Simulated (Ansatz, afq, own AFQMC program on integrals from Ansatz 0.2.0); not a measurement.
Integrals from Ansatz 0.2.0, then the random walk in our own AFQMC program (afq).

```yaml
crystal:
  periodic: [false, false, false]
  atoms:
    - {symbol: N, position_ang: [0.000000, 0.000000, 0.055493]}
    - {symbol: C, position_ang: [0.000000, 0.000000, -1.107975]}
    - {symbol: H, position_ang: [0.000000, 0.000000, 1.052482]}
basis:
  gaussian: {orbitals: cc-pVDZ}
magnetization: {spin_polarized: false}
correlation: {method: ccsd_t, electrons: outside_noble_gas, hamiltonian_folder: ham}
```

```sh
$ ansatz run in.yaml --threads 1 --pin off --events-out ev --progress --plain --max-ram 1843MiB
```

afq runs on the folder ham with

```
--method phaseless --trial hf --walkers 200 --populations 1 --least-time 40 --time-step 0.005 --steps-per-block 20 --equilibration-blocks 112 --max-blocks 600 --target-error 0.00114 --factor-cut 1e-05 --seed 5840 --taylor-order 6
```

Times are imaginary, in 1/Eh. The walk had a cap of 512 s.

```
orbitals 31  electrons 5 5  factors 227 of 315
reference energy -92.86624241 Eh
CCSD correlation -0.28512313 Eh in 10 cycles, weight of the determinant in the CISD state 0.8922
energy of the start -92.866242 Eh
 block  time / (1/Eh)  mean weight  energy / Eh
     1     0.100  1.0017  -92.935805
     2     0.200  1.0024  -92.989282
     3     0.300  0.9997  -93.018148
     4     0.400  1.0015  -93.051408
     5     0.500  1.0032  -93.073212
     8     0.800  1.0012  -93.113206
    18     1.800  0.9997  -93.128371
    69     6.900  1.0019  -93.168739
   120    12.000  1.0006  -93.151879
   171    17.100  1.0016  -93.185711
   188    18.800  1.0008  -93.238669
   222    22.200  1.0018  -93.190008
   273    27.300  0.9992  -93.226431
   324    32.400  0.9995  -93.151752
   375    37.500  0.9997  -93.158255
   426    42.600  0.9983  -93.173358
   477    47.700  1.0022  -93.127126
   528    52.800  1.0000  -93.145994
   579    57.900  0.9994  -93.168372
   630    63.000  1.0018  -93.178982
   681    68.100  1.0018  -93.184793
   698    69.800  0.9985  -93.149667
blocks merged  error / Eh  count
     1  0.001257  600
     2  0.001667  300
     4  0.002160  150
     8  0.002736  75
    16  0.003448  37
    32  0.003720  18
    64  0.003962  9
energy -93.171397 +/- 0.003720 Eh
(rows thinned)
```

Estimate how long the walk took on 1 thread of Intel(R) Xeon(R) 6975P-C (Granite Rapids), with other jobs on the host.

110 s of wall time.

The run failed at least one of its tests; the cautions name the faults.

Against this walk (error 101.2 meV) on the same determinant: CCSD(T) 238.7 meV higher, CCSDT(Q) 199.6 meV higher (within the noise). The error is statistical and leaves out the bias of the constraint.

Cautions: constraint bias not in the error; error above the target (101.2 against 31.0 meV).

CCSDT and higher add their correlation energy to the determinant of the CCSD(T) run, since their own runs factorise the integrals more tightly (a shift of under 2 meV). A walk keeps the symmetry of its determinant, which the program's search chose and which needn't be the lowest solution, so a lower state of the same spin and another symmetry isn't excluded.
